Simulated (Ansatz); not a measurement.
# Relative stability

Two relaxed structures of C$_{2}$H$_{4}$B (charge +1), singlet (PBE0-D4/def2-TZVP; forces vanish, vibrations not checked).

A:

```tsv
atom	x (Å)	y (Å)	z (Å)
B1	-0.7398	-0.3538	-0.4021
C2	0.3437	0.5802	-0.6944
C3	0.2006	0.0314	0.6462
H4	-1.6783	-0.9634	-0.7519
H5	0.9267	1.2425	-1.3384
H6	0.6067	0.0149	1.6601
H7	1.0747	0.8246	0.2739
```

B:

```
7
angstrom
B -0.9479 -0.3717 -0.8094
C 0.4678 0.3837 -0.5485
C -0.0024 -0.1102 0.4875
H -1.8114 -0.9838 -0.2688
H 1.0782 0.8914 -1.2775
H -1.0376 -0.1704 -1.9773
H -0.1834 -0.4332 1.4998
```

Computed with Ansatz 0.2.0 (basis: def2-TZVPP); correlated methods freeze the cores. B3LYP uses VWN-RPA correlation.

**Question.** Which structure is lower at CCSD(T), and by how much? (An estimate is asked for; the value comes from the calculation.)

**Answer.** By the calculation: B, by 1.020 eV (electronic energy, against the other). By their contacts, A is C₂H₄B ([H]1[CH]2[BH][CH]12), total charge +1 and B is C₂H₄B ([BH2]1[CH][CH]1), total charge +1.

All methods give the same order:

```json
{"method": "PBE-D4", "E(B) − E(A) (eV)": "-1.008"}
{"method": "r2SCAN-D4", "E(B) − E(A) (eV)": "-1.036"}
{"method": "PBE0-D4", "E(B) − E(A) (eV)": "-0.983"}
{"method": "B3LYP-D4", "E(B) − E(A) (eV)": "-1.125"}
{"method": "wB97M-V", "E(B) − E(A) (eV)": "-1.036"}
{"method": "HF", "E(B) − E(A) (eV)": "-1.187"}
{"method": "MP2", "E(B) − E(A) (eV)": "-0.978"}
{"method": "CCSD", "E(B) − E(A) (eV)": "-1.046"}
{"method": "CCSD(T)", "E(B) − E(A) (eV)": "-1.020"}
```

The T1 diagnostic stays at or below 0.012.

Labels in which every atom is bracketed show which atoms are joined, not bond orders.

For scale, one of the runs: CCSD(T)/def2-TZVPP, 149 basis functions, launched by `ansatz run in.yaml --threads 2 --pin off --events-out ev --progress --plain --max-ram 4352MiB`. Hardware: 2 CPU threads of an Arm Neoverse V1, shared host. Wall time 11 s; peak host memory 0.95 GiB.
